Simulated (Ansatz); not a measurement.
We consider hcp Be, described by LDA (PAW; Ansatz, a program for electronic structure).

Settings: plane-wave cutoff 520 eV, 24×24×12 k mesh (along the axes of the cell as run), Fermi–Dirac smearing 0.1 eV, perturbation theory, scalar-relativistic PAW data made under PBE.

Computed at the level's own relaxed cell.

Harmonic phonon frequencies (cm⁻¹; i marks an imaginary mode):

| q point | frequencies |
|---|---|
| Γ | 0 0 0 481 481 714 |
| M | [?] |
| K | [?] |
| A | 371 371 371 371 520 520 |
| L | 512 512 535 535 674 674 |
| H | 439 439 612 612 671 671 |

Task: Fill in the missing entries.

Result: 
- M, frequencies: 419 442 599 601 619 628
- K, frequencies: 520 520 522 522 564 666

No imaginary mode appears at these points.
